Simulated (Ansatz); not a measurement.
```xyz
7

H     0.543   -2.427    0.173
N     0.700   -1.511   -0.246
C    -0.083   -0.658    0.272
C    -0.076    0.712   -0.132
C    -0.124    1.877   -0.424
H    -0.812   -0.897    1.056
H    -0.148    2.905   -0.699
```

Charge 0, multiplicity 1.

List the r2SCAN/def2-TZVPP orbital energies in eV (the Gaussian-basis code of Ansatz). (Best estimate.)

The calculation gave: Occupied: -385.46, -275.13, -273.63, -273.56, -24.25, -20.22, -17.29, -13.89, -13.41, -11.87, -9.61, -7.53, -7.23, -6.90. Lowest empty: -2.35, -0.17, 1.83, 1.88, 2.46, 2.91, 3.72, 4.73.
